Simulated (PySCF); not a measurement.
Species: 1,1-dichloro-2,2-difluoroethane, C2H2Cl2F2.
InChI=1S/C2H2Cl2F2/c3-1(4)2(5)6/h1-2H

Torsions of this conformer, `[F:1][CH:2]([F:3])[CH:4]([Cl:5])[Cl:6]`: F1–C2–C4–Cl5 -66°.

The closed-shell ground state was solved at several levels (PySCF, density fitting, gas phase, non-relativistic). Geometry: PBE0-D3(BJ)/def2-SVP, one conformer, isolated molecule.

| level | basis functions | HOMO (eV) | LUMO (eV) | gap (eV) | dipole (D) |
| --- | --- | --- | --- | --- | --- |
| PBE0/def2-SVPD | 156 | -9.19 | -0.55 | 8.64 | 2.08 |
| B3LYP/def2-SVPD | 156 | -8.94 | -0.82 | 8.12 | 2.07 |
| B97-2/pcSseg-2 | 258 | -8.84 | -0.50 | 8.34 | 2.13 |
| PBE0/def2-TZVP | 210 | -9.04 | -0.31 | 8.73 | 2.03 |
| CAM-B3LYP/def2-SVPD | 156 | -10.62 | 0.53 | 11.15 | 2.14 |

Task: What might LDA/def2-SVPD (156 basis functions) give for the same quantities?

Result: HOMO -7.85 eV, LUMO -1.78 eV, gap 6.07 eV, dipole 1.99 D.

Task: Over all these levels, which gives the widest orbital gap and which the narrowest?

Result: CAM-B3LYP/def2-SVPD (range-separated hybrid) has the widest, 11.15 eV, and LDA/def2-SVPD (LDA) the narrowest, 6.07 eV. The two share the basis. From the narrowest to the widest the HOMO moves by -2.77 eV and the LUMO by +2.31 eV.

Task: In the def2-SVPD basis, how does the gap go with the fixed share of exact exchange?

Result: LDA (0 %) 6.07 eV; B3LYP (20 %) 8.12 eV; PBE0 (25 %) 8.64 eV. Each rise in the share widens the gap here.

Task: How far do the dipole and the HOMO energy spread over the levels?

Result: The dipole runs from 1.99 to 2.14 D (mean 2.07 D) and the HOMO from -10.62 to -7.85 eV.
